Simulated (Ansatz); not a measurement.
# BSiN+ (doublet): wave-function methods side by side, cc-pVDZ

The task here is to estimate one member of a computed series from the others.

The runs use Ansatz 0.2.0, Gaussian basis; cc-pVDZ, core rule «outside noble gas», up to 7 orbitals frozen.

Plan: UHF; CCSD(T) on ROHF; CCSD(T) on UHF; BCCD(T) on ROHF; CISD; CCSDT(Q) on ROHF; CCSDT(Q) on UHF; CASSCF and NEVPT2, 9 electrons in 11 orbitals.

13 further runs of the same task are left out: 1 for a known fault of the program, 4 that didn't finish, 8 set aside as unsound or not needed.

## What is computed

The geometry is a PBE0/def2-TZVP stationary point (not a proven minimum) of the parent state, kept for this charge and spin.

3 atoms, charge 1, spin multiplicity 2.

Atoms are counted from 1 here; the program's logs count them from 0.

Bond lengths: B1–Si2 2.078 Å, B1–N3 1.314 Å, Si2–N3 1.664 Å. Angles: Si2–B1–N3 53.1°, B1–Si2–N3 39.2°, B1–N3–Si2 87.7°.

The first run:

in.yaml reads:

```yaml
crystal:
  periodic: [false, false, false]
  atoms:
    - {symbol: B, position_ang: [0.000000, 0.623020, 1.187620]}
    - {symbol: Si, position_ang: [0.000000, 0.060547, -0.812768]}
    - {symbol: N, position_ang: [0.000000, -0.602279, 0.713061]}
basis:
  gaussian: {orbitals: cc-pVDZ}
total_charge: 1
magnetization: {spin_polarized: true, initial_magnetization: 1}
hamiltonian: {xc: hf}
output: {orbitals: {seedname: orbitals}}
```

Launch:

```console
$ ansatz run in.yaml --threads 1 --pin off --events-out ev --progress --plain --max-ram 2393MiB
```

Steps of the session up to this table: UHF; CCSD(T) on ROHF; CCSD(T) on UHF; BCCD(T) on ROHF; CISD; CCSDT(Q) on ROHF; CCSDT(Q) on UHF; CASSCF and NEVPT2, 9 electrons in 11 orbitals.

One of the session's tables, all rows but one given; the rest of the session is left out.

It belongs to the step «Misses and costs». 

| method | from RCCSDT(Q) (meV) |
| --- | --- |
| ROHF | ? |
| UHF | +8443.3 |
| RMP2 | +936.3 |
| UMP2 | +989.6 |
| CISD | +1235.3 |
| RCCSD | +473.3 |
| UCCSD | +474.3 |
| RCCSD(T) | +64.2 |
| UCCSD(T) | +67.5 |
| BCCD(T) | +61.5 |
| RCCSDT | +40.3 |
| UCCSDT | +40.4 |
| RCCSDT(Q) | 0 |
| UCCSDT(Q) | -6.3 |
| CASSCF valence | +4508.3 |
| NEVPT2 valence | +779.5 |

Q: Estimate the row for ROHF from the others.

**Answer.** from RCCSDT(Q) (meV): +8534.5. In the column «from RCCSDT(Q) (meV)» it is the highest.

Caveats from the session: Restricted and unrestricted rows rest on different reference determinants; where their highest levels disagree by more than a few hundredths of an eV, they describe different states and don't form one ladder.
